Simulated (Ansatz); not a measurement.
Take Pt in the fcc (Cu type) structure (space group Fm-3m, No. 225; a = 3.970 Å) as the base.

Calculations: Ansatz (a program for electronic structure), PBE, PAW, cutoff 420 eV, no spin-orbit coupling.

Perturbation: full substitution Pt → Au; the structure is relaxed again.

Measured lattice parameter a: Pt 3.913 Å (static lattice; corrected from measurement; as listed in Daniel Mejia-Rodriguez, S. B. Trickey, Phys. Rev. B (2018)); Au 4.062 Å (static lattice; corrected from measurement; as listed in Daniel Mejia-Rodriguez, S. B. Trickey, Phys. Rev. B (2018)).

Task: How well does PBE reproduce the measured shift?

Result: With PBE the lattice parameter a moves by +0.187 Å (3.970 → 4.157) against +0.149 Å measured.

No phonon test of stability was made. The final runs are not spin-polarised.
